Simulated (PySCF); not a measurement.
Ionisation and electron attachment of tetrachloromethane

Parent: tetrachloromethane, `ClC(Cl)(Cl)Cl` (CCl4). Non-hydrogen atoms are numbered in `[Cl:1][C:2]([Cl:3])([Cl:4])[Cl:5]`.

Energies: ωB97X-D3(BJ)/ma-def2-TZVP (PySCF, density fitting, integration grid level 2) on PBE0-D3(BJ)/ma-def2-SVP structures. Zero-point and thermal terms (298.15 K, 1 bar) come from unscaled PBE0-D3(BJ)/ma-def2-SVP harmonic frequencies, with soft modes damped to free rotors in the entropy.

Frontier levels of the parent: HOMO -11.65 eV, LUMO 0.44 eV.

Oxidation to the radical cation:
* Vertical ionisation energy (electronic): 11.74 eV
* Adiabatic ionisation energy (with zero-point energy): 11.27 eV
* Adiabatic, electronic part: 11.29 eV
* Vertical gap at the product's structure: 10.47 eV
* Inner reorganisation energy (four-point): 1266 meV
* Relaxation of product / of parent: 448 / 817 meV
* ⟨S²⟩ of the product: 0.757
* Largest spin populations: Cl1 0.51, Cl5 0.51
* Largest changes of atomic charge: Cl1 0.33, Cl5 0.33, Cl4 0.17, Cl3 0.17
* Distances that move most (Å): C2–Cl5 1.772 → 1.843; Cl1–C2 1.772 → 1.843; C2–Cl4 1.772 → 1.703; C2–Cl3 1.772 → 1.703
* Potential in DMF: 8.90 V absolute, 4.35 V against Fc+/Fc computed at 4.54 V (solvation -4 → -227 kJ/mol)

Vertical electron affinity to the radical anion: -0.29 eV. The product does not keep its bonds on relaxation, so no adiabatic value is given. The value is negative, so the extra electron is not bound, and the number hangs on the basis.

Solvents are IEF-PCM continua (electrostatics only, gas-phase structures); absolute potentials refer to an electron at rest in vacuum. Fc+/Fc in DMF, 4.54 V, is ωB97X-D3(BJ)/ma-def2-TZVP on PBE0-D3(BJ)/def2-SVP structures with GFN2-xTB thermal terms. Benchmark calculations put it near 5.0 V in acetonitrile and DMSO, so it is about 0.5 V low, and the value against it can read up to that much too high.

Measured values (NIST Chemistry WebBook, evaluated or the median of agreeing entries): vertical ionisation energy 11.69 eV (computed 11.74, difference 0.05); adiabatic ionisation energy 11.47 eV (computed 11.27, difference -0.20).

Known limits: spin-orbit coupling is left out of the energies, which matters for open shells on the heavier atoms; Cl1 and Cl3 are equivalent in the parent, but the relaxed radical cation is symmetry-broken (Td to C2v), as a Jahn-Teller-type distortion or an artefact of the method; its spin populations, distances and adiabatic value belong to that structure.

Differences come from unrounded values, so a last digit can differ from that of the printed terms.
